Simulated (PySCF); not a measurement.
Delta-SCF ions had no search for a lower state. Excitations are Tamm–Dancoff values on a coarser integration grid. The basis has no diffuse functions, so Rydberg states are missing or too high.

## CH4O, SMILES `OC` (charge 0, multiplicity 1)

Computed with PBE-D3(BJ)/def2-TZVP // PBE-D3(BJ)/def2-SVP (PySCF).

- HOMO: -6.19 eV
- dipole moment: 1.60 D
- HOMO–LUMO gap: 6.34 eV
- LUMO: 0.15 eV
- S1 excitation (TDA): 6.48 eV
- S1 oscillator strength: 0.001
- T1 excitation (TDA): 6.12 eV
- S1–T1 gap (TDA): 0.36 eV
- vertical ionisation energy (Delta-SCF): 10.63 eV
- total energy: -3146.48 eV
- cost: very roughly 23 core-seconds

```xyz
6

C     -0.3429     0.0104     0.0106
O      0.9487    -0.3511     0.4481
H     -1.0708    -0.4321     0.7210
H     -0.5227     1.1142     0.0023
H     -0.5991    -0.3791    -1.0060
H      1.5868     0.0377    -0.1760
```
Charge 0, spin multiplicity 1.
